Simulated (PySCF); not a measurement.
C2H4, SMILES C=C (connectivity only; charge and spin as stated), charge +1, multiplicity 2. Atoms are numbered in the order given.

```xyz
6

C      0.6938     0.0000     0.0000
C     -0.6938     0.0000     0.0000
H      1.2571    -0.9036    -0.2310
H      1.2571     0.9036     0.2310
H     -1.2571     0.9036    -0.2310
H     -1.2571    -0.9036     0.2310
```
Charge +1, spin multiplicity 2.

Coordinates come from a B3LYP-D3(BJ)/def2-TZVP optimisation. The spin state was assumed, not searched.

Method: r2SCAN/def2-TZVPD in PySCF.

Mulliken values depend strongly on the basis, most of all with diffuse functions as here. ESP charges are fitted to the potential on shells at 1.4 to 2.0 van der Waals radii. Atomic charges (e):

```tsv
atom	meta-Löwdin	ESP fit	Mulliken	Mulliken spin
C1	0.06	0.08	-0.07	0.50
C2	0.06	0.08	-0.07	0.50
H3	0.22	0.21	0.29	0.00
H4	0.22	0.21	0.29	0.00
H5	0.22	0.21	0.29	0.00
H6	0.22	0.21	0.29	0.00
```
